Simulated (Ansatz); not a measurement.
A nudged elastic band was laid between two geometries of H3N + H4OSi (10 atoms, charge 0, multiplicity 1).

Level of theory: RKS BHLYP-D4/6-31G* in Ansatz 0.2.0.

* movable images: 7
* climbing image: yes
* spring: 5.0 eV/Å²
* optimiser: quadratic models (default)
* start path: through a guess of the saddle point
* force threshold: 0.05 eV/Å
* iteration limit: 60
* end points: relaxed

Image 0:

```xyz
10
Properties=species:S:1:pos:R:3
Si -0.129 0.043 0.098
O -0.369 -0.013 1.753
H -0.963 0.679 2.039
H 1.223 0.424 -0.345
H -0.979 1.213 -0.294
H -0.694 -1.078 -0.674
N 1.266 -1.928 0.964
H 0.968 -2.849 0.681
H 2.265 -1.875 0.842
H 1.061 -1.818 1.945
```

Image 8:

```xyz
10
Properties=species:S:1:pos:R:3
Si 0.264 -0.491 -0.531
O 0.342 0.213 2.836
H -0.596 0.162 3.016
H 1.171 0.661 -0.414
H -1.125 -0.117 -0.214
H 0.292 -0.968 -1.934
N 0.773 -1.681 0.639
H 0.254 -2.543 0.677
H 1.757 -1.890 0.668
H 0.517 -0.547 2.265
```

Q: What changes between the two ends?

A: Bonds broken: Si1–O2, N7–H10. Bonds formed: Si1–N7, O2–H10. H3N + H4OSi becomes H2O + H5NSi.

Q: Give the energies along the band, and the barrier.

A: It converged. The highest image is number 3 of 0 to 8, 1.61 eV above the first end and 1.16 eV above the last; the last end lies 0.45 eV above the first. A vibrational analysis at the climbing image gives one clearly imaginary mode, 1300i cm⁻¹: a first-order saddle point. The orbitals stay closed-shell, which can raise the energy where a bond breaks towards radicals; this wasn't checked here.

```csv
image,path coordinate (Å),energy (eV),Si1–O2 (Å),N7–H10 (Å),Si1–N7 (Å)
0,0.00,0.00,1.67,1.01,2.57
1,0.93,0.20,1.69,1.01,2.33
2,1.85,0.83,1.75,1.01,2.10
3,2.78,1.61,2.03,1.21,1.89
4,3.16,1.13,2.25,1.54,1.82
5,3.53,0.70,2.59,1.77,1.78
6,3.91,0.51,2.97,1.94,1.75
7,4.29,0.46,3.27,2.01,1.75
8,4.67,0.45,3.44,2.00,1.75
```

Q: What is the geometry of the highest image?

A: 
```xyz
10
Properties=species:S:1:pos:R:3
Si 0.190 -0.267 -0.029
O 0.319 0.203 1.937
H -0.512 0.407 2.365
H 1.169 0.800 -0.285
H -1.262 0.005 0.073
H 0.188 -0.949 -1.375
N 0.834 -1.771 0.919
H 0.292 -2.613 0.799
H 1.806 -1.986 0.748
H 0.624 -1.031 1.857
```

Q: What are the harmonic wavenumbers there?

A: 1300i, 281, 299, 413, 520, 575, 615, 700, 774, 801, 914, 941, 1039, 1121, 1170, 1625, 1710, 1969, 2119, 2279, 2341, 3628, 3721, 3959 cm⁻¹.

Run time: 4.3 min on 1 thread of Arm Neoverse V2, on a shared host, peak memory 0.12 GiB.
